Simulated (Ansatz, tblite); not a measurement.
**BH2(CCH) (C2H3B): rung by rung**

How do method and basis change the picture of BH2(CCH) (C2H3B) (singlet)?

Program: Ansatz 0.2.0, Gaussian basis. Level of theory: as each input shows. These are calculated values, not measurements.

The runs, in order: GFN1-xTB, GFN2-xTB, PBE-D4/def2-TZVP, r2SCAN-D4/def2-TZVP, CAM-B3LYP-D4/def2-TZVP, ωB97M-V/def2-TZVP, ωB97X-V/def2-TZVP, BHLYP-D4/def2-TZVP, r2SCANh-D4/def2-TZVP, PBE-QIDH/def2-TZVP, LC-ωPBE/def2-TZVP, PBE-D4/def2-SVP, PBE0-D4/def2-SVP, HF/STO-3G, HF/6-31G, B3LYP-D4/6-31G, PBE0-D4/def2-TZVPD, PBE-D4/def2-TZVPD, r2SCAN-D4/def2-TZVPD, CCSD(T)/def2-TZVPP, MP2/def2-TZVP, RPA/def2-TZVP, CCSD(T)/def2-TZVPD.

**1. The geometry**

The geometry is that of the singlet, from an earlier relaxation (PBE0-D4/def2-TZVP).

6 atoms, charge 0, spin multiplicity 1.

Bond lengths: B1–H2 1.193 Å, B1–H3 1.193 Å, B1–C4 1.500 Å, C4–C5 1.210 Å, C5–H6 1.066 Å. Angles: H2–B1–H3 120.3°, H2–B1–C4 119.9°, H3–B1–C4 119.9°, B1–C4–C5 180.0°, C4–C5–H6 180.0°.

As a file:

```mol
C2H3B
  3D, bonds by distance, orders not assigned

  6  5  0  0  0  0  0  0  0  0999 V2000
    0.5674    0.9807    0.0051 B   0  0
    1.7569    0.9784    0.1023 H   0  0
   -0.0267    2.0117   -0.0871 H   0  0
   -0.1842   -0.3180   -0.0014 C   0  0
   -0.7899   -1.3650   -0.0069 C   0  0
   -1.3237   -2.2877   -0.0120 H   0  0
  1  2  8  0
  1  3  8  0
  1  4  8  0
  4  5  8  0
  5  6  8  0
M  END
```

PBE0-D4/def2-TZVP was run before; its log isn't repeated, and its numbers join the tables.

**2. GFN1-xTB**

Tight binding, by tblite at 300 K electronic temperature and without a spin-polarisation term:

```python
tblite.interface.Calculator('GFN1-xTB', numbers, positions, charge=0, uhf=0).singlepoint()
```

Energy -194.1399 eV, HOMO -12.02 eV, LUMO -8.44 eV; 0.002 s.

**3. GFN2-xTB**

Tight binding, by tblite at 300 K electronic temperature and without a spin-polarisation term:

```python
tblite.interface.Calculator('GFN2-xTB', numbers, positions, charge=0, uhf=0).singlepoint()
```

Energy -189.2387 eV, HOMO -11.01 eV, LUMO -7.59 eV; 0.001 s.

**4. PBE-D4/def2-TZVP**

start.molden holds the orbitals of an earlier run on this state, given as this run's starting guess.

Input file in.yaml:

```yaml
crystal:
  periodic: [false, false, false]
  atoms:
    - {symbol: B, position_ang: [0.567418, 0.980661, 0.005112]}
    - {symbol: H, position_ang: [1.756942, 0.978431, 0.102251]}
    - {symbol: H, position_ang: [-0.026673, 2.011663, -0.087076]}
    - {symbol: C, position_ang: [-0.184160, -0.318011, -0.001395]}
    - {symbol: C, position_ang: [-0.789886, -1.365047, -0.006941]}
    - {symbol: H, position_ang: [-1.323651, -2.287687, -0.011960]}
basis:
  gaussian: {orbitals: def2-TZVP, initial_orbitals: start.molden}
hamiltonian: {xc: pbe, dispersion: d4}
scf: {omitted_lower_state_checks: [starts]}
output: {forces: true, orbitals: {seedname: orbitals}}
```

Command:

```sh
$ ansatz run in.yaml --threads 4 --pin off --events-out ev --progress --plain --max-ram 3916MiB
```

Further steps of the session: r2SCAN-D4/def2-TZVP; CAM-B3LYP-D4/def2-TZVP; ωB97M-V/def2-TZVP; ωB97X-V/def2-TZVP; BHLYP-D4/def2-TZVP; r2SCANh-D4/def2-TZVP; PBE-QIDH/def2-TZVP; LC-ωPBE/def2-TZVP; PBE-D4/def2-SVP; PBE0-D4/def2-SVP; HF/STO-3G; HF/6-31G; B3LYP-D4/6-31G; PBE0-D4/def2-TZVPD; PBE-D4/def2-TZVPD; r2SCAN-D4/def2-TZVPD; CCSD(T)/def2-TZVPP; MP2/def2-TZVP; RPA/def2-TZVP; CCSD(T)/def2-TZVPD.

**Question.** What will the summary of the whole plan be? Wanted: gap in def2-TZVP, named functionals, smallest and largest; correlation energy, CCSD(T)/def2-TZVPP; correlation energy, MP2/def2-TZVP; correlation energy, CCSD(T)/def2-TZVPD; binding an atom, CCSD(T)/def2-TZVPP; PBE0 total energy, smallest basis above largest.

As calculated:

```
                                                 quantity                                 value
gap in def2-TZVP, named functionals, smallest and largest  3.51 eV (PBE-D4), 10.73 eV (LC-ωPBE)
                   correlation energy, CCSD(T)/def2-TZVPP                             -12.01 eV
                        correlation energy, MP2/def2-TZVP                             -10.64 eV
                   correlation energy, CCSD(T)/def2-TZVPD                             -11.90 eV
                      binding an atom, CCSD(T)/def2-TZVPP                              4.127 eV
          PBE0 total energy, smallest basis above largest        3.10 eV (def2-SVP, def2-TZVPD)
```

What this shows: Over the named functionals in def2-TZVP the gap runs from 3.51 eV (PBE-D4) to 10.73 eV (LC-ωPBE); exact exchange widens it. A small miss in a minimal or small basis is a cancelling of errors, not accuracy. The functionals in def2-TZVP miss CCSD(T)/def2-TZVPP by +0.012 (BHLYP-D4) to +0.229 eV (PBE-D4) an atom. CCSD(T)/def2-TZVPP isn't at the basis-set limit; small misses against it rank nothing.
